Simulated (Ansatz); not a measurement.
# MgSiH3 radical (SMILES [MgH][SiH2]): one structure at several levels

The task here is to estimate one member of a computed series from the others.

Program: Ansatz 0.2.0, Gaussian basis. Level of theory: single points in def2-TZVPP. These are calculated values, not measurements.

Cores are frozen in the correlated methods. The outer core shell of Li, Na, Mg and K is correlated. Orbitals are unrestricted.

## The starting structure

SMILES `[MgH][SiH2]`, 5 atoms, charge 0, spin multiplicity 2.

Atoms are counted from 1 here; the program's logs count them from 0.

Bond lengths: Mg1–Si2 2.452 Å, Mg1–H3 1.638 Å, Si2–H4 1.544 Å, Si2–H5 1.630 Å. Angles: Si2–Mg1–H3 151.2°, Mg1–Si2–H4 112.4°, Mg1–Si2–H5 117.8°, H4–Si2–H5 91.1°.

Coordinates:

```
atom    x (Å)    y (Å)    z (Å)
 Mg1   0.1527  -0.9792   1.1081
 Si2  -0.6719   0.9742  -0.1228
  H3   1.2822  -2.1345   1.3780
  H4  -1.3334   0.5877  -1.4637
  H5   0.4215   1.9051  -0.8945
```

The first run:

Input file run/in.yaml:

```yaml
crystal:
  periodic: [false, false, false]
  atoms:
    - {symbol: Mg, position_ang: [0.152711, -0.979159, 1.108128]}
    - {symbol: Si, position_ang: [-0.671887, 0.974213, -0.122751]}
    - {symbol: H, position_ang: [1.282164, -2.134539, 1.377987]}
    - {symbol: H, position_ang: [-1.333419, 0.587703, -1.463745]}
    - {symbol: H, position_ang: [0.421532, 1.905082, -0.894522]}
basis:
  gaussian: {orbitals: def2-TZVPP}
magnetization: {spin_polarized: true, initial_magnetization: 1}
hamiltonian: {xc: pbe, dispersion: d4}
output: {forces: true}
```

Command:

```
> ansatz run in.yaml --threads 2 --pin off --events-out ev --progress --plain --max-ram 3481MiB
```

Steps of the session up to this table: PBE-D4/def2-TZVPP; r2SCAN-D4/def2-TZVPP; PBE0-D4/def2-TZVPP; wB97M-V/def2-TZVPP; CCSD(T)/def2-TZVPP.

One table of the session follows, with a row left open; its other results are not shown here.

| method | RMS force component (eV/Å) | angle to CCSD(T) forces (°) | dipole (D) |
| --- | --- | --- | --- |
| PBE-D4 | 0.746 | 7.2 | 2.45 |
| r2SCAN-D4 | 0.825 | 3.5 | 2.58 |
| PBE0-D4 | ? | ? | ? |
| wB97M-V | 0.880 | 2.4 | 2.78 |
| CCSD(T) | 0.856 | reference | 2.72 |

Q: Estimate the row for PBE0-D4 from the others.

The run gave: RMS force component (eV/Å): 0.831; angle to CCSD(T) forces (°): 3.2; dipole (D): 2.58. In the column «RMS force component (eV/Å)» it lies between r2SCAN-D4 (0.825) and CCSD(T) (0.856).
